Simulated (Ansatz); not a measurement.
methanethiol (SMILES CS) moved off its minimum; all values from Ansatz (a program for electronic structure), cores frozen in correlated methods.
(charge 0, multiplicity 1)
```xyz
6

C     -1.0513    -0.3824    -0.0381
S      0.5352     0.2273    -0.1481
H     -1.2058    -1.0393     0.9391
H     -1.7620     0.3541    -0.0603
H     -1.2668    -1.2612    -0.8215
H      1.2536    -0.8588     0.1511
```

Forces at wB97M-V/def2-TZVPP (eV/Å):

```json
[
 {"atom": "C1", "Fx": "-0.912", "Fy": "-7.212", "Fz": "0.921"},
 {"atom": "S2", "Fx": "2.342", "Fy": "1.485", "Fz": "-0.271"},
 {"atom": "H3", "Fx": "0.209", "Fy": "1.776", "Fz": "-1.584"},
 {"atom": "H4", "Fx": "-1.652", "Fy": "1.769", "Fz": "-0.236"},
 {"atom": "H5", "Fx": "0.220", "Fy": "2.330", "Fz": "1.154"},
 {"atom": "H6", "Fx": "-0.207", "Fy": "-0.148", "Fz": "0.017"}
]
```

Task: Give the forces (eV/Å), the total energy and the dipole at CCSD(T)/aug-cc-pV(T+d)Z.

Result: 
```json
[
 {"atom": "C1", "Fx": "-1.067", "Fy": "-7.258", "Fz": "0.931"},
 {"atom": "S2", "Fx": "2.539", "Fy": "1.588", "Fz": "-0.292"},
 {"atom": "H3", "Fx": "0.217", "Fy": "1.723", "Fz": "-1.488"},
 {"atom": "H4", "Fx": "-1.714", "Fy": "1.854", "Fz": "-0.249"},
 {"atom": "H5", "Fx": "0.218", "Fy": "2.267", "Fz": "1.076"},
 {"atom": "H6", "Fx": "-0.194", "Fy": "-0.175", "Fz": "0.022"}
]
```
Energy -438.1576 hartree, dipole 1.42 D.
